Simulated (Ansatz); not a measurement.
# AlC, doublet in cc-pVDZ: errors against full CI

Geometry: a point of a stretch scan, not a stationary point.

```yaml
atoms:
  - { symbol: Al, position_ang: [0.0000, 0.0000, 0.0000] }
  - { symbol: C, position_ang: [0.0000, 0.0000, 3.1340] }
```

Basis cc-pVDZ; Ansatz 0.2.0. Correlated methods freeze the noble-gas cores, which leaves 7 electrons in 26 orbitals. R marks a restricted (for open shells ROHF) determinant, U an unrestricted one. Active spaces: pair = (3e, 3o) about the gap; valence = (7e, 8o) chosen from the atoms' valence shells.

Full CI is exact within this basis and frozen core; it isn't the basis-set limit. The frozen core follows each run's orbitals, which can shift R against U totals by a few meV.

For open shells CISD is restricted-active-space CI with the open shells as a complete middle space.

- UHF ⟨S²⟩: 1.814
- T1 diagnostic (RCCSD): 0.0636
- largest doubles amplitude (RCCSD): 0.255
- T1 diagnostic (UCCSD): 0.0407

```json
{"level": "RMP2", "E − E(RHF) (eV)": "-3.3808"}
{"level": "RCCSD", "E − E(RHF) (eV)": "-4.6836"}
{"level": "RCCSD(T)", "E − E(RHF) (eV)": "-4.9029"}
```

(1) Estimate how far full CI in cc-pVDZ lies from RCCSD(T). The table doesn't fix it; the size of (T) and the diagnostics are the guide.

(1) Full CI in cc-pVDZ lies 2.16 kcal/mol below RCCSD(T), which is 43 % of the (T) step (-5.06 kcal/mol). More than one determinant leads, and the rest is a large part of (T). The miss exceeds 1 kcal/mol.

The other levels:

```tsv
level	E − E(full CI) (kcal/mol)	share of correlation (%)	wall time
UHF†	83.43	–	–
UMP2†	28.63	–	–
CISD	17.05	85.20	1.5 s
UCCSD*†	3.22	–	–
UCCSD(T)*†	0.18	–	11 s
BCCD(T)	2.78	97.59	5.5 s
RCCSDT	0.67	99.42	–
UCCSDT*†	-8.41	–	–
RCCSDT(Q)	0.11	99.90	12 s
UCCSDT(Q)*†	-13.03	–	26 s
CASSCF (pair space)	86.14	25.24	–
NEVPT2 (pair space)	25.27	78.07	1.8 s
MRCISD (pair space)	7.64	93.37	–
MRCISD+Q (pair space)	-0.98	100.85	2.3 s
CASSCF (valence space)	56.36	51.09	–
NEVPT2 (valence space)	15.84	86.25	3.5 s
MRCISD (valence space)	4.02	96.51	–
MRCISD+Q (valence space)	0.99	99.14	4.6 s
```

An asterisk marks runs whose energy the program itself flagged as in doubt. A dagger marks rows that describe another state than the reference (another or a broken symmetry, a higher spin or other natural occupations), so the difference isn't the method's error.

The correlation energy at full CI, counted from RHF, is -4.996 eV. That run took 6.3 min on 1 thread of Arm Neoverse V1, shared host over 9,717,824 determinants.

Times hold each run's SCF and search for its determinant on a shared host, so for small cases they say little of a method's own cost; they ran on 1 thread of Arm Neoverse V1.

More than 5 meV below full CI, which no variational method can be: MRCISD+Q (pair space).

Unrestricted levels hold only the spin's projection, and here they fall towards a lower state of higher spin.

The full-CI state has the irrep B1 of C2v, in the program's axes (one component, if the state is degenerate).

Natural occupations of full CI about the gap: 1.931 1.888 1.633 0.982 0.270 0.100 0.057 0.052 0.012 0.011; effectively unpaired electrons, Σ n²(2−n)², 1.70. No single determinant describes this state well, so single-reference rows can miss without a flag.
